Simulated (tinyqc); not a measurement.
Starting guesses with plain Roothaan steps: SCF starting guesses in the sto-3g basis, for N2, spin multiplicity 1. Computed by the program tinyqc with PySCF. 

Geometry (angstrom):

| atom | x | y | z |
|---|---|---|---|
| N | 0.0000 | 0.0000 | 0.0000 |
| N | 0.0000 | 0.0000 | 1.0480 |

lowest restricted solution found by these runs and by PySCF = -107.470712 hartree

RHF with one setting changed at a time; a run stops when the energy changes by less than 1e-09 hartree and the error matrix is below 1e-5. Starts: the lowest orbitals of the core Hamiltonian, of the Wolfsberg-Helmholz matrix (K = 1.75), projected atomic densities, random orbitals, and the highest orbitals of the core Hamiltonian (a deliberately bad start).

Largest element of the error matrix X^T (FDS - SDF) X:

| iteration | core | Wolfsberg-Helmholz | atomic densities | random | highest core orbitals |
|---|---|---|---|---|---|
| 1 | 9.8e-01 | 3.1e-01 | 1.7e+00 | 9.3e+00 | 2.4e-01 |
| 2 | 1.6e-01 | 7.3e-02 | 1.6e-02 | 6.4e-01 | 3.6e-01 |
| 3 | 2.8e-02 | 1.6e-02 | 1.0e-03 | 4.9e-01 | 7.3e-02 |
| 4 | 5.0e-03 | 3.5e-03 | 2.4e-04 | 3.8e-01 | 1.6e-02 |
| 5 | 1.1e-03 | 7.6e-04 | 5.4e-05 | 3.0e-01 | 3.4e-03 |
| 6 | 4.0e-04 | 1.7e-04 | 1.2e-05 | 2.4e-01 | 7.5e-04 |
| 8 | 4.8e-05 | 7.9e-06 | - | 1.5e-01 | 3.5e-05 |
| 10 | 5.5e-06 | - | - | 9.2e-02 | 1.7e-06 |
| 14 | - | - | - | 3.5e-02 | - |
| 20 | - | - | - | 8.4e-03 | - |
| 30 | - | - | - | 7.7e-04 | - |
| 45 | - | - | - | 2.1e-05 | - |

How each run ends:

| run | iterations | E (hartree) | state |
|---|---|---|---|
| core | 10 | -106.67550 | higher |
| Wolfsberg-Helmholz | 9 | -107.47071 | lowest found |
| atomic densities | 7 | -107.47071 | lowest found |
| random | 49 | -107.47071 | lowest found |
| highest core orbitals | 10 | -107.47071 | lowest found |

4 of 5 runs reach the lowest restricted solution found, in 7 to 49 iterations (fastest: atomic densities). Ending on a higher stationary point: core; a small error matrix cannot reveal that, and an occupation fixed by the start is kept by symmetry or by the shape of the basin. The first errors are 1e+00, 3e-01, 2e+00, 9e+00, 2e-01; the deliberately bad start has the smallest one, so a small first error does not mark a good start.
